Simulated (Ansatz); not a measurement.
# NH₃+ (quartet): the correlation ladder, def2-TZVPP

The task here is to estimate one member of a computed series from the others.

Computed with Ansatz 0.2.0, Gaussian basis. Level: def2-TZVPP, core rule «outside noble gas», up to 1 orbitals frozen.

The runs, in order: UHF; ROHF; CCSD(T) on UHF.

### The system

The geometry is a PBE0/def2-TZVP stationary point (not a proven minimum) of the parent state, kept for this charge and spin.

4 atoms, charge 1, spin multiplicity 4.

Atoms are counted from 1 here; the program's logs count them from 0.

Bond lengths: N1–H2 1.024 Å, N1–H3 1.024 Å, N1–H4 1.024 Å. Angles: H2–N1–H3 120.0°, H2–N1–H4 120.0°, H3–N1–H4 120.0°.

Coordinates:

```xyz
4
H3N
N     0.0000    0.0000    0.0000
H     1.0240    0.0138   -0.0001
H    -0.5239    0.8799   -0.0028
H    -0.5001   -0.8937    0.0028
```

Set-up of the first run:

in.yaml reads:

```yaml
crystal:
  periodic: [false, false, false]
  atoms:
    - {symbol: N, position_ang: [0.000000, 0.000000, 0.000000]}
    - {symbol: H, position_ang: [1.024021, 0.013755, -0.000070]}
    - {symbol: H, position_ang: [-0.523923, 0.879946, -0.002762]}
    - {symbol: H, position_ang: [-0.500098, -0.893701, 0.002832]}
basis:
  gaussian: {orbitals: def2-TZVPP}
total_charge: 1
magnetization: {spin_polarized: true, initial_magnetization: 3}
hamiltonian: {xc: hf}
output: {orbitals: {seedname: orbitals}}
```

Launch:

```sh
$ ansatz run in.yaml --threads 1 --pin off --events-out ev --progress --plain --max-ram 4096MiB --backend cpu
```

Steps of the session up to this table: UHF; ROHF; CCSD(T) on UHF.

One of the session's tables, all rows but one given; the rest of the session is left out.

It belongs to the step «Misses and costs». 

```
  method  from UCCSD(T) (kJ/mol)
    ROHF                  +480.5
     UHF                  +465.4
    UMP2                   +77.2
   UCCSD                       ?
UCCSD(T)                       0
```

Estimate the missing values for UCCSD.

**Answer.** from UCCSD(T) (kJ/mol): +14.8. In the column «from UCCSD(T) (kJ/mol)» it lies between UCCSD(T) (0) and UMP2 (+77.2).
